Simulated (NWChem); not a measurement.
System: CH3 cation

The following NWChem deck was run.

```
start job
memory heap 200 mb stack 900 mb global 1100 mb
charge 1
geometry units angstroms noautosym nocenter noautoz
  C      0.000000     0.000000     0.000000
  H      0.780694     0.780694     0.000000
  H      0.285754    -1.066448     0.000000
  H     -1.066448     0.285754     0.000000
end
basis spherical
  C library 6-31+g*
  H library 6-31+g*
end
dft
  xc pbe0
  iterations 150
end
property
  response 1 0.0
end
task dft property
```

NWChem printed, in part:

```
             Northwest Computational Chemistry Package (NWChem) 7.3.0
             --------------------------------------------------------

                             Geometry "geometry" -> ""
                             -------------------------

 Output coordinates in angstroms (scale by  1.889725989 to convert to a.u.)

  No.       Tag          Charge          X              Y              Z
 ---- ---------------- ---------- -------------- -------------- --------------
    1 C                    6.0000     0.00000000     0.00000000     0.00000000
    2 H                    1.0000     0.78069400     0.78069400     0.00000000
    3 H                    1.0000     0.28575400    -1.06644800     0.00000000
    4 H                    1.0000    -1.06644800     0.28575400     0.00000000

 Effective nuclear repulsion energy (a.u.)       9.4575249859

                              NWChem Property Module
                              ----------------------

                                 NWChem DFT Module
                                 -----------------

 Summary of "ao basis" -> "ao basis" (spherical)
 ------------------------------------------------------------------------------
       Tag                 Description            Shells   Functions and Types
 ---------------- ------------------------------  ------  ---------------------
 C                          6-31+g*                  8       18   4s3p1d
 H                          6-31+g*                  2        2   2s

            General Information
            -------------------
          SCF calculation type: DFT
          Wavefunction type:  closed shell.
          No. of atoms     :     4
          No. of electrons :     8
           Alpha electrons :     4
            Beta electrons :     4
          Charge           :     1
          Spin multiplicity:     1
          Use of symmetry is: off; symmetry adaption is: off
          Maximum number of iterations: 150
          AO basis - number of functions:    24
                     number of shells:    14
          Convergence on energy requested:  1.00D-06
          Convergence on density requested:  1.00D-05
          Convergence on gradient requested:  5.00D-04

              XC Information
              --------------
                         PBE0 Method XC Functional
                     Hartree-Fock (Exact) Exchange  0.250
          PerdewBurkeErnzerhof Exchange Functional  0.750
            Perdew 1991 LDA Correlation Functional  1.000 local
           PerdewBurkeErnz. Correlation Functional  1.000 non-local

             Grid Information
             ----------------
          Grid used for XC integration:  medium
          Radial quadrature: Mura-Knowles
          Angular quadrature: Lebedev.
          Tag              B.-S. Rad. Rad. Pts. Rad. Cut. Ang. Pts.
          ---              ---------- --------- --------- ---------
          C                   0.70       49           8.0       434
          H                   0.35       45           7.0       434
          Grid pruning is: on
          Number of quadrature shells:   184
          Spatial weights used:  Erf1

      Superposition of Atomic Density Guess
      -------------------------------------

 Sum of atomic energies:         -39.15818925

 Renormalizing density from       9.00 to      8

      Non-variational initial energy
      ------------------------------

 Total energy =     -36.094615
 1-e energy   =     -62.320464
 2-e energy   =      16.768324
 HOMO         =      -0.969713
 LUMO         =      -0.659177

   convergence    iter        energy       DeltaE   RMS-Dens  Diis-err
 ---------------- ----- ----------------- --------- --------- ---------
 d= 0,ls=0.0,diis     1    -39.3898496346 -4.88D+01  1.78D-02  2.81D-01
 d= 0,ls=0.0,diis     2    -39.4061950557 -1.63D-02  7.65D-03  8.60D-02
 d= 0,ls=0.0,diis     3    -39.4182727968 -1.21D-02  9.05D-04  1.53D-03
 d= 0,ls=0.0,diis     4    -39.4184816811 -2.09D-04  1.87D-05  3.25D-07
 d= 0,ls=0.0,diis     5    -39.4184817246 -4.35D-08  9.54D-07  3.75D-10

         Total DFT energy =      -39.418481724581
      One electron energy =      -67.761892591352
           Coulomb energy =       24.981429041609
    Exchange-Corr. energy =       -6.095543160773
 Nuclear repulsion energy =        9.457524985935

 Numeric. integr. density =        8.000000149552

                       DFT Final Molecular Orbital Analysis
                       ------------------------------------

 Vector    2  Occ=2.000000D+00  E=-1.062350D+00
              MO Center=  7.2D-08,  7.0D-08,  8.8D-10, r^2= 9.1D-01
   Bfn.  Coefficient  Atom+Function         Bfn.  Coefficient  Atom+Function
  ----- ------------  ---------------      ----- ------------  ---------------
     2      0.450311  1 C  s                  6      0.414070  1 C  s
     1     -0.208984  1 C  s                 19      0.144492  2 H  s
    21      0.144492  3 H  s                 23      0.144492  4 H  s

 Vector    3  Occ=2.000000D+00  E=-7.938211D-01
              MO Center=  1.6D-01,  1.6D-01, -3.5D-11, r^2= 1.1D+00
   Bfn.  Coefficient  Atom+Function         Bfn.  Coefficient  Atom+Function
  ----- ------------  ---------------      ----- ------------  ---------------
     3      0.366637  1 C  px                 4      0.367169  1 C  py
    19      0.279780  2 H  s                  7      0.157926  1 C  px
     8      0.158155  1 C  py                21     -0.140065  3 H  s
    23     -0.139714  4 H  s                 20      0.125822  2 H  s
    22     -0.062990  3 H  s                 24     -0.062832  4 H  s

 Vector    4  Occ=2.000000D+00  E=-7.938210D-01
              MO Center= -1.6D-01, -1.6D-01, -2.3D-11, r^2= 1.1D+00
   Bfn.  Coefficient  Atom+Function         Bfn.  Coefficient  Atom+Function
  ----- ------------  ---------------      ----- ------------  ---------------
     3      0.367169  1 C  px                 4     -0.366637  1 C  py
    21      0.242195  3 H  s                 23     -0.242398  4 H  s
     7      0.158155  1 C  px                 8     -0.157926  1 C  py
    22      0.108920  3 H  s                 24     -0.109011  4 H  s
    18     -0.027367  1 C  d  2

 Vector    5  Occ=0.000000D+00  E=-4.732069D-01
              MO Center= -3.5D-08, -3.5D-08,  2.6D-11, r^2= 1.1D+00
   Bfn.  Coefficient  Atom+Function         Bfn.  Coefficient  Atom+Function
  ----- ------------  ---------------      ----- ------------  ---------------
     5      0.629808  1 C  pz                 9      0.470529  1 C  pz
    13      0.054262  1 C  pz

 Vector    6  Occ=0.000000D+00  E=-1.936492D-01
              MO Center=  2.1D-06,  2.1D-06,  4.9D-09, r^2= 5.1D+00
   Bfn.  Coefficient  Atom+Function         Bfn.  Coefficient  Atom+Function
  ----- ------------  ---------------      ----- ------------  ---------------
     6      1.247822  1 C  s                 10     -0.885170  1 C  s
    20     -0.407134  2 H  s                 22     -0.407135  3 H  s
    24     -0.407135  4 H  s                  2      0.291729  1 C  s
     1     -0.121103  1 C  s                 19     -0.083802  2 H  s
    21     -0.083802  3 H  s                 23     -0.083802  4 H  s

 Vector    7  Occ=0.000000D+00  E=-1.277442D-01
              MO Center= -2.7D-01, -2.7D-01, -6.1D-12, r^2= 6.2D+00
   Bfn.  Coefficient  Atom+Function         Bfn.  Coefficient  Atom+Function
  ----- ------------  ---------------      ----- ------------  ---------------
    22      0.645939  3 H  s                 24     -0.645915  4 H  s
    11      0.542559  1 C  px                12     -0.542594  1 C  py
     7     -0.490696  1 C  px                 8      0.490727  1 C  py
     3     -0.289092  1 C  px                 4      0.289111  1 C  py
    21      0.064683  3 H  s                 23     -0.064681  4 H  s

     Multipole analysis of the density
     ---------------------------------

     L   x y z        total         alpha         beta         nuclear
     -   - - -        -----         -----         ----         -------
     0   0 0 0      1.000000     -4.000000     -4.000000      9.000000

     1   1 0 0      0.000000      0.000000      0.000000     -0.000000
     1   0 1 0      0.000000      0.000000      0.000000     -0.000000
     1   0 0 1     -0.000000     -0.000000     -0.000000      0.000000

     2   2 0 0     -2.988529     -4.759020     -4.759020      6.529512
     2   1 1 0     -0.000001      0.000000      0.000000     -0.000002
     2   1 0 1     -0.000000     -0.000000     -0.000000      0.000000
     2   0 2 0     -2.988529     -4.759020     -4.759020      6.529512
     2   0 1 1      0.000000      0.000000      0.000000      0.000000
     2   0 0 2     -3.811129     -1.905564     -1.905564      0.000000

 *** CALLING NEW AORESP DRIVER FOR CLOSED AND OPEN SHELLS ***
 Entering AOResponse driver routine

--------------------------------------------------------------------------------

          -----------------------------------------------
          Solving response equations for perturbing field
          -----------------------------------------------

 number of frequencies:     1
 frequency in a.u.:  0.0000000E+00
 Perturbing field: electric
 Using El. Dipole Length Gauge

 Setting up CPKS with frequency omega =      0.00000000 a.u.

 STATIC response

                                NWChem CPHF Module
                                ------------------

  scftype          =     RHF
  nclosed          =        4
  nopen            =        0
  variables        =       80
  # of vectors     =        3
  tolerance        = 0.10D-03
  level shift      = 0.00D+00
  max iterations   =       50
  max subspace     =       30

 SCF residual:    1.0955622076871192E-006

Iterative solution of linear equations
  No. of variables       80
  No. of equations        3
  Maximum subspace       30
        Iterations       50
       Convergence  1.0D-04

   iter   nsub   residual    time
   ----  ------  --------  ---------
     1      3    1.15D+00       0.4
     2      6    9.65D-02       0.5
     3      9    2.94D-03       0.6
     4     12    2.08D-04       0.7
     5     15    4.40D-06       0.9

 Electric Dipole Response Matrix (nonzero elements):

              1        2        3
    1    9.5345  -0.0000  -0.0000
    2   -0.0000   9.5345   0.0000
    3   -0.0000   0.0000   4.4488

 ------------------------------------------
 average:         7.83923 + I       0.00000

 DFT Linear Response polarizability / au
 Frequency  =       0.0000000 / au
              X              Y              Z
 -----------------------------------------------
 X       9.5344608     -0.0000030     -0.0000000
 Y      -0.0000030      9.5344608      0.0000000
 Z      -0.0000000      0.0000000      4.4487736
 -----------------------------------------------
 Eigenvalues =       9.5344578      9.5344639      4.4487736
 Isotropic   =       7.8392317
 Anisotropic =       5.0856872
 -----------------------------------------------

 Magnetic Dipole Response Matrix (nonzero elements):

 Exiting AOResponse driver routine
```

Level: PBE0/6-31+G* (spherical d). All runs use the structure optimised with PBE0/def2-SVP.
